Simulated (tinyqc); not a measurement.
Inside a calculation. Method: coupled-perturbed Hartree-Fock on RHF in the sto-6g basis, for H2O, spin multiplicity 1. One step of it, computed by the program tinyqc.

Problem. Response to a field: uncoupled start. Field along y; U_ai = -mu_ai / (e_a - e_i), alpha = -4 sum U_ai mu_ai.

orbital energies (hartree): MO1 -20.507112, MO2 -1.214686, MO3 -0.570977, MO4 -0.422777, MO5 -0.385389, MO6 0.465629, MO7 0.623440

dipole integrals <a|y|i> (bohr):
```
          i1         i2        i3         i4        i5
a6  0.000000   0.000000  0.984963   0.000000  0.000000
a7  0.053552  -0.104020  0.000000  -0.755913  0.000000
```

Give: uncoupled U; uncoupled polarisability.

Solution.

uncoupled U:
```
        i1     i2      i3     i4     i5
a6   0.000  0.000  -0.950  0.000  0.000
a7  -0.003  0.057   0.000  0.723  0.000
```

uncoupled polarisability = 5.952 bohr^3
